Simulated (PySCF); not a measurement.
**Question.** Write Cartesian coordinates for InChI=1S/C4H7N/c1-4(2)3-5/h4H,1-2H3 as optimised with PBE0-D3(BJ)/def2-SVP.

**Answer.** 
```
atom  x, y, z in Å
C1     1.233   -0.595   -0.002
C2     0.036    0.299   -0.326
C3    -1.300   -0.371   -0.001
C4     0.152    1.584    0.369
N5     0.246    2.591    0.933
H6     1.252   -0.849    1.069
H7     1.166   -1.532   -0.575
H8     2.183   -0.103   -0.254
H9     0.056    0.536   -1.405
H10   -2.150    0.272   -0.270
H11   -1.389   -1.314   -0.560
H12   -1.370   -0.600    1.073
```

Any rigid rotation of these coordinates is as good. Atoms count from 1 in this order. The C–C distances run from 1.466 Å (C2–C4, drawn single) to 1.530 Å (C2–C3, drawn single), a spread of 0.064 Å.

Bonds between heavy atoms (Å): C1–C2 1.530, C2–C3 1.530, C2–C4 1.466, C4≡N5 1.158.

Computed, not measured: PySCF, PBE0-D3(BJ)/def2-SVP geometry optimisation, gas phase.

Point group: Cs (every atom within 0.08 Å of its image). Whether it is a minimum is left open (no frequencies).
